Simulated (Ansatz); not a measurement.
Li3H⁻ (the lowest doublet isomer of a short search). The state is a doublet with charge -1. Geometry PBE0-D4/def2-TZVPD, basis def2-TZVPD, Ansatz.

```xyz
4

Li   -0.252    1.212    2.019
Li   -0.145    0.913   -1.051
Li    0.232   -1.335    0.347
H     0.164   -0.790   -1.316
```

```
run  HOMO (eV)  LUMO (eV)
  A      -0.70       2.86
  B       0.87       1.63
  C       0.52       1.96
  D       1.13       1.63
  E       0.10       2.41
  F       0.56       1.86
```

LC-ωPBE has ω = 0.4 bohr⁻¹. The structure comes from a short search, and lower isomers may exist.

HOMO and LUMO are taken over both spins.

The runs used BLYP, CAM-B3LYP, LC-ωPBE, PBE0, r2SCAN, r2SCAN0. Estimate which is which.

A LC-ωPBE (range-separated); B r2SCAN (0 % exact exchange); C r2SCAN0 (25 % exact exchange); D BLYP (0 % exact exchange); E CAM-B3LYP (range-separated); F PBE0 (25 % exact exchange). Exact exchange lowers occupied and raises empty levels; among semilocal functionals meta-GGAs tend to open the gap a little, and such runs are hard to tell apart. The gap grows from 0.49 eV (BLYP) to 3.56 eV (LC-ωPBE). At LC-ωPBE/def2-TZVPD, r2SCAN-D4/def2-TZVPD, r2SCAN0-D4/def2-TZVPD the charge -1 doublet is spin-contaminated (final ⟨S²⟩ up to 0.92, 0.75 for a pure state). At r2SCAN-D4/def2-TZVPD, r2SCAN0-D4/def2-TZVPD, BLYP-D4/def2-TZVPD, CAM-B3LYP-D4/def2-TZVPD and others the highest occupied level of the charge -1 doublet lies above zero (up to 1.13 eV). By energy differences its removal costs 0.20 eV (vertical, to the charge 0 singlet, at CCSD(T)/def2-TZVPPD).
